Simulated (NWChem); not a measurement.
System: C2H3F; SMILES FC=C

Here is an NWChem input.

```
start job
memory heap 200 mb stack 900 mb global 1100 mb
geometry units angstroms noautoz
  C     -0.236674     1.168760     0.000000
  C      0.424893     0.019725     0.000000
  F     -0.184020    -1.161365     0.000000
  H     -1.328429     1.191023     0.000000
  H      0.316275     2.108353     0.000000
  H      1.515840    -0.075106     0.000000
end
basis spherical
  C library 3-21g
  F library 3-21g
  H library 3-21g
end
dft
  xc pbe0
  iterations 150
  mulliken
end
task dft energy
```

Parts of the log:

```
             Northwest Computational Chemistry Package (NWChem) 7.3.0
             --------------------------------------------------------

 CS  symmetry detected

                             Geometry "geometry" -> ""
                             -------------------------

 Output coordinates in angstroms (scale by  1.889725989 to convert to a.u.)

  No.       Tag          Charge          X              Y              Z
 ---- ---------------- ---------- -------------- -------------- --------------
    1 C                    6.0000    -0.22780870     1.17436602     0.00000000
    2 C                    6.0000     0.42600919     0.02090406     0.00000000
    3 F                    9.0000    -0.19083991    -1.15606061     0.00000000
    4 H                    1.0000    -1.31938911     1.20397709     0.00000000
    5 H                    1.0000     0.33145215     2.11021585     0.00000000
    6 H                    1.0000     1.51629317    -0.08126793     0.00000000

 Effective nuclear repulsion energy (a.u.)      67.6384134860

      Symmetry information
      --------------------

 Group name             Cs
 Group number              2
 Group order               2
 No. of unique centers     6

                                 NWChem DFT Module
                                 -----------------

 Summary of "ao basis" -> "ao basis" (spherical)
 ------------------------------------------------------------------------------
       Tag                 Description            Shells   Functions and Types
 ---------------- ------------------------------  ------  ---------------------
 C                           3-21g                   5        9   3s2p
 F                           3-21g                   5        9   3s2p
 H                           3-21g                   2        2   2s

      Symmetry analysis of basis
      --------------------------

        a'         27
        a"          6

            General Information
            -------------------
          SCF calculation type: DFT
          Wavefunction type:  closed shell.
          No. of atoms     :     6
          No. of electrons :    24
           Alpha electrons :    12
            Beta electrons :    12
          Charge           :     0
          Spin multiplicity:     1
          Use of symmetry is: on ; symmetry adaption is: on
          Maximum number of iterations: 150
          AO basis - number of functions:    33
                     number of shells:    21
          Convergence on energy requested:  1.00D-06
          Convergence on density requested:  1.00D-05
          Convergence on gradient requested:  5.00D-04

              XC Information
              --------------
                         PBE0 Method XC Functional
                     Hartree-Fock (Exact) Exchange  0.250
          PerdewBurkeErnzerhof Exchange Functional  0.750
            Perdew 1991 LDA Correlation Functional  1.000 local
           PerdewBurkeErnz. Correlation Functional  1.000 non-local

             Grid Information
             ----------------
          Grid used for XC integration:  medium
          Radial quadrature: Mura-Knowles
          Angular quadrature: Lebedev.
          Tag              B.-S. Rad. Rad. Pts. Rad. Cut. Ang. Pts.
          ---              ---------- --------- --------- ---------
          C                   0.70       49           7.0       434
          F                   0.50       49           8.0       434
          H                   0.35       45           8.0       434
          Grid pruning is: on
          Number of quadrature shells:   282
          Spatial weights used:  Erf1

      Superposition of Atomic Density Guess
      -------------------------------------

 Sum of atomic energies:        -175.27347764

      Non-variational initial energy
      ------------------------------

 Total energy =    -176.542462
 1-e energy   =    -374.498510
 2-e energy   =     130.317635
 HOMO         =      -0.279834
 LUMO         =       0.077994

      Symmetry analysis of molecular orbitals - initial
      -------------------------------------------------

  Numbering of irreducible representations:

     1 a'          2 a"

  Orbital symmetries:

     1 a'          2 a'          3 a'          4 a'          5 a'
     6 a'          7 a'          8 a"          9 a'         10 a'
    11 a'         12 a"         13 a"         14 a'         15 a'
    16 a'         17 a'         18 a'         19 a'         20 a"
    21 a'         22 a"

     ---------------------------------------------
      Total Density - Mulliken Population Analysis
     ---------------------------------------------

    Atom       Charge   Shell Charges
 -----------   ------   -------------------------------------------------------
    1 C    6     6.77   1.99  0.44  1.64  1.03  1.67
    2 C    6     5.51   1.99  0.43  1.27  0.83  1.00
    3 F    9     9.44   1.99  0.45  2.54  1.52  2.95
    4 H    1     0.74   0.41  0.33
    5 H    1     0.73   0.41  0.33
    6 H    1     0.80   0.43  0.37

   convergence    iter        energy       DeltaE   RMS-Dens  Diis-err
 ---------------- ----- ----------------- --------- --------- ---------
 d= 0,ls=0.0,diis     1   -176.6054820025 -2.44D+02  2.61D-02  4.69D-01
 d= 0,ls=0.0,diis     2   -176.6004876929  4.99D-03  1.43D-02  5.68D-01
 d= 0,ls=0.0,diis     3   -176.6576041352 -5.71D-02  3.44D-03  1.83D-02
 d= 0,ls=0.0,diis     4   -176.6592517077 -1.65D-03  1.55D-03  4.30D-03
 d= 0,ls=0.0,diis     5   -176.6597702183 -5.19D-04  2.35D-04  1.20D-04
  Resetting Diis
 d= 0,ls=0.0,diis     6   -176.6597794757 -9.26D-06  6.98D-05  6.44D-06
 d= 0,ls=0.0,diis     7   -176.6597802497 -7.74D-07  1.87D-05  9.47D-08
 d= 0,ls=0.0,diis     8   -176.6597802444  5.32D-09  8.99D-06  1.90D-07

         Total DFT energy =     -176.659780244376
      One electron energy =     -376.004052675828
           Coulomb energy =      153.834401378593
    Exchange-Corr. energy =      -22.128542433145
 Nuclear repulsion energy =       67.638413486004

 Numeric. integr. density =       24.000002315652

                  Occupations of the irreducible representations
                  ----------------------------------------------

                     irrep           alpha         beta
                     --------     --------     --------
                     a'               10.0         10.0
                     a"                2.0          2.0

                       DFT Final Molecular Orbital Analysis
                       ------------------------------------

 Vector   10  Occ=2.000000D+00  E=-4.169435D-01  Symmetry=a'
              MO Center= -2.1D-01,  9.3D-01, -1.8D-15, r^2= 2.2D+00
   Bfn.  Coefficient  Atom+Function         Bfn.  Coefficient  Atom+Function
  ----- ------------  ---------------      ----- ------------  ---------------
     3      0.285991  1 C  px                26      0.239521  3 F  py
    30      0.220666  5 H  s                 22      0.217332  3 F  py
     7      0.215337  1 C  px                28     -0.201990  4 H  s
    31      0.198084  5 H  s                  4      0.194656  1 C  py
    29     -0.166102  4 H  s                  8      0.165026  1 C  py

 Vector   11  Occ=2.000000D+00  E=-3.700021D-01  Symmetry=a'
              MO Center=  1.3D-01, -5.4D-01, -7.4D-17, r^2= 1.7D+00
   Bfn.  Coefficient  Atom+Function         Bfn.  Coefficient  Atom+Function
  ----- ------------  ---------------      ----- ------------  ---------------
    25      0.443545  3 F  px                21      0.410188  3 F  px
    33     -0.259069  6 H  s                  6      0.256295  1 C  s
    12     -0.216271  2 C  px                32     -0.194679  6 H  s
    26     -0.179513  3 F  py                22     -0.168204  3 F  py
     4     -0.156679  1 C  py                 7      0.144051  1 C  px

 Vector   12  Occ=2.000000D+00  E=-2.705090D-01  Symmetry=a"
              MO Center= -2.2D-02,  4.2D-01,  4.0D-16, r^2= 1.7D+00
   Bfn.  Coefficient  Atom+Function         Bfn.  Coefficient  Atom+Function
  ----- ------------  ---------------      ----- ------------  ---------------
     9      0.398445  1 C  pz                 5      0.348220  1 C  pz
    27     -0.305135  3 F  pz                14      0.298906  2 C  pz
    23     -0.260594  3 F  pz                18      0.249537  2 C  pz

 Vector   13  Occ=0.000000D+00  E= 3.273860D-02  Symmetry=a"
              MO Center=  1.0D-01,  5.1D-01, -9.2D-17, r^2= 1.8D+00
   Bfn.  Coefficient  Atom+Function         Bfn.  Coefficient  Atom+Function
  ----- ------------  ---------------      ----- ------------  ---------------
    18     -0.666568  2 C  pz                 9      0.663227  1 C  pz
    14     -0.411494  2 C  pz                 5      0.340126  1 C  pz
    27      0.228819  3 F  pz                23      0.170060  3 F  pz

 Vector   14  Occ=0.000000D+00  E= 1.391530D-01  Symmetry=a'
              MO Center=  4.0D-01,  7.7D-01,  2.1D-16, r^2= 3.5D+00
   Bfn.  Coefficient  Atom+Function         Bfn.  Coefficient  Atom+Function
  ----- ------------  ---------------      ----- ------------  ---------------
    31      1.042831  5 H  s                 33      0.996349  6 H  s
    29     -0.706341  4 H  s                 15     -0.606758  2 C  s
     8     -0.546932  1 C  py                16     -0.545473  2 C  px
     7     -0.479980  1 C  px                17     -0.359017  2 C  py
    24     -0.325079  3 F  s                 12     -0.279555  2 C  px

 Vector   15  Occ=0.000000D+00  E= 1.648412D-01  Symmetry=a'
              MO Center= -5.1D-01,  1.2D+00, -1.2D-16, r^2= 3.3D+00
   Bfn.  Coefficient  Atom+Function         Bfn.  Coefficient  Atom+Function
  ----- ------------  ---------------      ----- ------------  ---------------
     6      1.583183  1 C  s                 29     -1.431990  4 H  s
    31     -0.857360  5 H  s                 15      0.696285  2 C  s
     7     -0.594023  1 C  px                33     -0.544711  6 H  s
     8      0.480177  1 C  py                17     -0.279476  2 C  py
    24     -0.242555  3 F  s                 16      0.209700  2 C  px

     ---------------------------------------------
      Total Density - Mulliken Population Analysis
     ---------------------------------------------

    Atom       Charge   Shell Charges
 -----------   ------   -------------------------------------------------------
    1 C    6     6.52   1.99  0.39  1.66  0.99  1.49
    2 C    6     5.88   1.98  0.42  1.59  0.81  1.07
    3 F    9     9.29   1.98  0.45  2.48  1.56  2.82
    4 H    1     0.76   0.46  0.30
    5 H    1     0.77   0.46  0.31
    6 H    1     0.78   0.48  0.30

     -------------------------------------------
      Total Density - Lowdin Population Analysis
     -------------------------------------------

    Atom       Charge   Shell Charges
 -----------   ------   -------------------------------------------------------
    1 C    6     6.30   1.98  0.43  1.58  0.59  1.73
    2 C    6     5.93   1.97  0.44  1.50  0.56  1.45
    3 F    9     9.10   1.98  0.61  2.47  1.17  2.86
    4 H    1     0.88   0.45  0.43
    5 H    1     0.88   0.45  0.43
    6 H    1     0.91   0.47  0.44

     Multipole analysis of the density
     ---------------------------------

     L   x y z        total         alpha         beta         nuclear
     -   - - -        -----         -----         ----         -------
     0   0 0 0     -0.000000    -12.000000    -12.000000     24.000000

     1   1 0 0      0.286869      0.143435      0.143435     -0.000000
     1   0 1 0      0.399432      0.199716      0.199716     -0.000000
     1   0 0 1      0.000000      0.000000      0.000000      0.000000

     2   2 0 0    -11.237554    -16.113878    -16.113878     20.990201
     2   1 1 0     -0.389232      0.838234      0.838234     -2.065700
     2   1 0 1      0.000000      0.000000      0.000000      0.000000
     2   0 2 0    -12.929958    -53.272520    -53.272520     93.615082
     2   0 1 1      0.000000      0.000000      0.000000      0.000000
     2   0 0 2    -13.987559     -6.993780     -6.993780      0.000000
```

Level: PBE0/3-21G. Coordinates come from a PBE0/def2-SVP optimisation.
